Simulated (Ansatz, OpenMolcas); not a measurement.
## How basis sets differ on AlH3 (SMILES [AlH3])

The species is AlH3 (4 atoms), meant as a singlet with charge 0. As SMILES, `[AlH3]`. Geometry: relaxed at PBE0-D4/def2-TZVP.

Quantity: the vertical electron affinity (to the doublet anion), in eV. The values are calculated.

The electron affinity is E(neutral) − E(anion): positive where the electron is bound.

```
                          level          kind     program  value (eV)
                      HF/STO-3G  Hartree–Fock  OpenMolcas       -8.19
                       HF/3-21G  Hartree–Fock  OpenMolcas       -0.56
HF/6-31G* (spherical functions)  Hartree–Fock      Ansatz       -0.63
                 HF/def2-TZVPPD  Hartree–Fock  OpenMolcas       -0.56
```

Where it was recorded, the anion's HOMO is positive in HF/STO-3G, HF/3-21G, HF/def2-TZVPPD: a fault of the level (basis or self-interaction), which says nothing on whether the real anion is bound. The values span -8.19 to -0.56 eV. Negative values mean that the anion is unbound at that level; they are set by how diffuse the basis is and aren't properties of the molecule, whose anion may well be bound.
